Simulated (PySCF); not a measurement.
# EPR parameters of C5H6F

Species: C5H6F (doublet state).
Cartesian coordinates in Å at the GFN2-xTB level; atoms count from 1:
```
atom  x, y, z in Å
C1    -1.9020    0.4968    0.1126
C2    -1.0284   -0.6883   -0.3086
C3     0.3737   -0.4024   -0.1317
C4     1.5596   -0.1644    0.0365
C5     2.8730    0.1181    0.2086
F6     3.3616    1.3420   -0.0782
H7    -1.7634    0.7128    1.1694
H8    -2.9502    0.2663   -0.0631
H9    -1.6385    1.3849   -0.4571
H10   -1.2873   -1.5725    0.2823
H11   -1.2152   -0.9227   -1.3631
H12    3.6183   -0.5712    0.5665
```

The hyperfine couplings belong to this conformer and change with its torsions.

As a line formula: `CCC#C[CH]F` [radical].

Level of theory: PySCF, UKS B3LYP, pcH-1 on C F H, non-relativistic, mean-field spin-orbit, GIAO. Isolated species at its GFN2-xTB geometry, gas phase. The geometry wasn't refined by DFT: couplings that depend on bond lengths, twists or pyramidal angles can differ widely from those at the functional's own minimum. No stability test was run, so a lower SCF solution isn't excluded.

- g1, g2, g3: 2.00210, 2.00383, 2.00495
- g_iso: 2.00363
- Form of g: rhombic: the two nearest values differ by 40 % of g3 − g1
- ⟨S²⟩: 0.7676 (exact 0.7500)
- Total energy: -293.89595 Eh

Isotropic coupling and dipolar principal values T1 to T3, in G; ρ(0) is the spin density at the nucleus (MHz turned into gauss with g_iso; 10 G = 1 mT):

```
atom  isotope  a_iso     T1     T2     T3  Mulliken spin population  ρ(0) (bohr⁻³)
  C1      13C    7.2   -0.6   -0.5    1.1                      0.01         0.0180
  C2      13C   -6.5   -0.3    0.1    0.2                     -0.04        -0.0163
  C3      13C   15.8  -15.7  -12.0   27.8                      0.51         0.0394
  C4      13C  -24.0   -7.5   -0.4    7.9                     -0.24        -0.0598
  C5      13C   25.7  -23.3  -22.7   45.9                      0.71         0.0640
  F6      19F   39.3  -80.9  -65.5  146.3                      0.06         0.0262
  H7       1H   -0.5   -0.9   -0.4    1.3                      0.00        -0.0003
  H8       1H    0.9   -0.5   -0.4    0.8                      0.00         0.0006
  H9       1H   -0.4   -0.7   -0.5    1.2                      0.00        -0.0002
 H10       1H    5.5   -1.0   -0.8    1.8                      0.01         0.0034
 H11       1H   26.2   -1.1   -0.7    1.9                      0.03         0.0164
 H12       1H  -20.1  -10.3   -0.6   10.9                     -0.04        -0.0126
```

The largest Mulliken spin populations are on C5 (+0.71), C3 (+0.51) and C4 (-0.24). The positive populations add up to 1.33 and the negative ones to -0.33, together 2S = 1. The angles at C5 add up to 360.0°, so it is planar; its axial dipolar tensor and the negative coupling of its proton fit spin in a p orbital normal to that plane.

Axes: g2 points within 1° of the C5–F6 bond.

Under fast tumbling the dipolar parts average out, and these isotropic splittings remain: 1 × 19F (F6, I = 1/2, 2 lines) with 3.93 mT, 1 × 1H (H12, I = 1/2, 2 lines) with 2.01 mT and 2 × 1H (H10/H11, I = 1/2, 3 lines) with 1.58 mT.

Nuclei that the bonding pattern makes equivalent are averaged, as if the motion that swaps them (rotation, inversion, ring flip) were fast. The 1H value of +44.4 MHz is a mean of couplings from 15.4 to 73.5 MHz in this one geometry, not an average over conformers.

The 13C coupling of C5 (72.0 MHz) shows only in satellite lines or after enrichment, since that isotope makes up about 1.07 % of natural carbon.

β density exceeds α density at some nuclei, such as C4 (-0.0598), C2 (-0.0163) and H12 (-0.0126), spin density in bohr⁻³. In a single determinant that takes different orbitals for the two spins, that is spin polarisation.

Time: 34 s wall (with the writing of density and orbital grids); peak memory 0.79 GiB. Hardware: one thread, Arm Neoverse V1 (aarch64), shared host with 32 logical CPUs at a one-minute load of 40.
